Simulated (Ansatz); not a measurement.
Saddle point of NH4O, doublet (H₂O + NH₂ → NH₃ + OH; bonds formed: H1–N3; bonds broken: H1–O2), PBE0-D4/def2-TZVP structure:

```json
{"atom": "H1", "x (Å)": "-0.2970", "y (Å)": "-0.3889", "z (Å)": "-0.3370"}
{"atom": "O2", "x (Å)": "0.4663", "y (Å)": "-1.3471", "z (Å)": "0.0455"}
{"atom": "N3", "x (Å)": "-0.6716", "y (Å)": "0.6726", "z (Å)": "-0.1656"}
{"atom": "H4", "x (Å)": "1.3713", "y (Å)": "-1.0215", "z (Å)": "-0.0414"}
{"atom": "H5", "x (Å)": "0.0852", "y (Å)": "1.3362", "z (Å)": "-0.3096"}
{"atom": "H6", "x (Å)": "-0.9542", "y (Å)": "0.7487", "z (Å)": "0.8081"}
```

Energies are electronic, without zero-point energy. Barriers and step energies count from the start structure reached by relaxing down the imaginary mode; all methods use the PBE0-D4 structures, on which another method's saddle can fall below an end. Computed with Ansatz 0.2.0 (basis: def2-TZVPP, with def2-QZVPP for the basis limit); correlated methods freeze the cores; orbitals are unrestricted. B3LYP uses VWN-RPA correlation. Extrapolation: Hartree–Fock as exp(−7.88 √X), correlation as X^−2.97.

| method | barrier (kJ/mol) | step energy (kJ/mol) |
| --- | --- | --- |
| SPW92 | -10.1 | 7.5 |
| PBE-D4 | 17.0 | 19.6 |
| BLYP-D4 | 21.6 | 18.1 |
| r2SCAN-D4 | 36.9 | 33.0 |
| B97M-V | 48.6 | 31.1 |
| PBE0-D4 | 51.0 | 42.0 |
| B3LYP-D4 | 47.0 | 36.5 |
| r2SCAN0-D4 | 63.2 | 47.0 |
| BHLYP-D4 | 83.8 | 50.4 |
| CAM-B3LYP-D4 | 60.0 | 46.1 |
| wB97X-V | ? | 47.4 |
| wB97M-V | 67.3 | 47.3 |
| B2PLYP | ? | 52.7 |
| PBE-QIDH | 80.2 | 59.3 |
| RPA on PBE | ? | 40.1 |
| HF | 144.3 | 54.6 |
| MP2 | 102.6 | 74.8 |
| CCSD | 92.5 | 62.2 |
| CCSD(T) | 81.6 | 60.5 |

Problem. Fill in the withheld barriers. (An estimate is asked for; the value comes from the calculation.)

Solution. By the calculation: B2PLYP 63.5; wB97X-V 65.1; RPA on PBE 50.8 kJ/mol. Each is the energy of the saddle less that of the start structure, by the same method.

For comparison, the barrier by CCSD(T) at an estimated basis limit (MP2 extrapolated from triple and quadruple zeta, plus CCSD(T) − MP2 in triple zeta) is 83.3 kJ/mol.

The T1 diagnostic stays at or below 0.040. ⟨S²⟩ of the unrestricted Hartree–Fock references: 0.76 to 0.79 (a pure state has 0.75). The start structure is not quite a true minimum (one mode of 41i cm⁻¹).

For scale, one of the runs: CCSD(T)/def2-TZVPP, 118 basis functions, launched by `ansatz run in.yaml --threads 2 --pin off --events-out ev --progress --plain --max-ram 4352MiB`. Hardware: 2 CPU threads of an Arm Neoverse V2, shared host. Wall time 20 s; peak host memory 1.1 GiB.
